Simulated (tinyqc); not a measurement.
Worked calculation: geometry optimisation on the RHF/sto-6g surface (energies and gradients from PySCF), for H3O+, spin multiplicity 1. Computed by tinyqc, a small Python program that keeps every step (integrals from PySCF). Settings: charge = 1, multiplicity = 1, basis = sto-6g, optimiser = sd, first Hessian = 0.15, largest step = 0.5, iteration cap = 30. Command: `OMP_NUM_THREADS=1 python tinyqc.py 28019 28020 out.jsonl` (the two numbers bound the seeds that draw the settings). One thread of a shared host (Intel(R) Xeon(R) Processor @ 2.60GHz), about 7 s of CPU time with the checks.

## Step 1: energy and gradient

positions at the start (bohr):
```
          x        y        z
1O  -0.0397   0.0265   0.7597
2H   1.6063   0.0265   0.0340
3H  -0.8863   1.4211   0.0189
4H  -0.9222  -1.5099  -0.0718
```

Self-consistent energy and analytic gradient at these positions.

energy = -76.029389 hartree

gradient (hartree/bohr):
```
            x          y          z
1O   0.045619   0.085128   0.010925
2H  -0.062811  -0.001672   0.009561
3H   0.032457  -0.060659   0.011474
4H  -0.015266  -0.022797  -0.031960
```

## Step 1: move

Steepest descent, p = -g / 0.15; steps longer than 0.5 bohr are cut back (factor 0.529 here).

positions after step 1 (bohr):
```
          x        y        z
1O  -0.2005  -0.2736   0.7212
2H   1.8276   0.0324   0.0003
3H  -1.0007   1.6349  -0.0215
4H  -0.8684  -1.4295   0.0408
```

## Step 2: energy and gradient

As before.

energy = -75.920881 hartree

gradient (hartree/bohr):
```
            x          y          z
1O  -0.282694  -0.505923  -0.111876
2H   0.103980   0.037111  -0.047070
3H  -0.025394   0.111376  -0.050421
4H   0.204108   0.357435   0.209366
```

## Step 2: move

Steepest descent, p = -g / 0.15; steps longer than 0.5 bohr are cut back (factor 0.098 here).

positions after step 2 (bohr):
```
          x        y        z
1O  -0.0167   0.0553   0.7939
2H   1.7601   0.0082   0.0309
3H  -0.9842   1.5625   0.0112
4H  -1.0011  -1.6619  -0.0953
```

## Step 3: energy and gradient

As before.

energy = -76.016822 hartree

gradient (hartree/bohr):
```
            x          y          z
1O   0.052110   0.071083   0.091698
2H   0.020888  -0.007381  -0.015719
3H  -0.023081   0.021156  -0.020682
4H  -0.049918  -0.084857  -0.055297
```

## Step 3: move

Steepest descent, p = -g / 0.15; steps longer than 0.5 bohr are cut back (factor 0.425 here).

positions after step 3 (bohr):
```
          x        y       z
1O  -0.1645  -0.1463  0.5338
2H   1.7008   0.0292  0.0755
3H  -0.9187   1.5025  0.0699
4H  -0.8595  -1.4212  0.0616
```

## Convergence

Stop when the largest gradient component is below 3e-5 hartree/bohr.

Course of the optimisation:

| step | E (hartree) | largest gradient (hartree/bohr) |
|---|---|---|
| 1 | -76.029389 | 8.51e-02 |
| 2 | -75.920881 | 5.06e-01 |
| 3 | -76.016822 | 9.17e-02 |
| 4 | -75.983678 | 3.55e-01 |
| 5 | -75.996899 | 2.11e-01 |
| 6 | -75.997963 | 2.59e-01 |
| 7 | -75.996711 | 1.90e-01 |
| 8 | -75.997993 | 2.69e-01 |
| 9 | -75.996725 | 1.90e-01 |
| 10 | -75.998005 | 2.69e-01 |
| 11 | -75.996730 | 1.89e-01 |
| 12 | -75.998010 | 2.69e-01 |
| 13 | -75.996732 | 1.89e-01 |
| 14 | -75.998012 | 2.69e-01 |
| 15 | -75.996733 | 1.89e-01 |
| 16 | -75.998013 | 2.69e-01 |
| 17 | -75.996734 | 1.89e-01 |
| 18 | -75.998013 | 2.69e-01 |
| 19 | -75.996734 | 1.89e-01 |
| 20 | -75.998013 | 2.69e-01 |
| 21 | -75.996734 | 1.89e-01 |
| 22 | -75.998014 | 2.69e-01 |
| 23 | -75.996734 | 1.89e-01 |
| 24 | -75.998014 | 2.69e-01 |
| 25 | -75.996734 | 1.88e-01 |
| 26 | -75.998014 | 2.69e-01 |
| 27 | -75.996734 | 1.88e-01 |
| 28 | -75.998014 | 2.69e-01 |
| 29 | -75.996734 | 1.88e-01 |
| 30 | -75.998014 | 2.69e-01 |

Distances after the last move, whose energy is not in the table (angstrom):

| pair | distance |
|---|---|
| 2H-1O | 0.9459 |
| 3H-1O | 0.9459 |
| 3H-2H | 1.6339 |
| 4H-1O | 1.2091 |
| 4H-2H | 1.7060 |
| 4H-3H | 1.7060 |

Not converged within 30 steps: the energy rises at some steps, so steps overshoot. Reruns: method bfgs, first Hessian 0.6, largest step 0.3: converged in 12 (E = -76.04265).
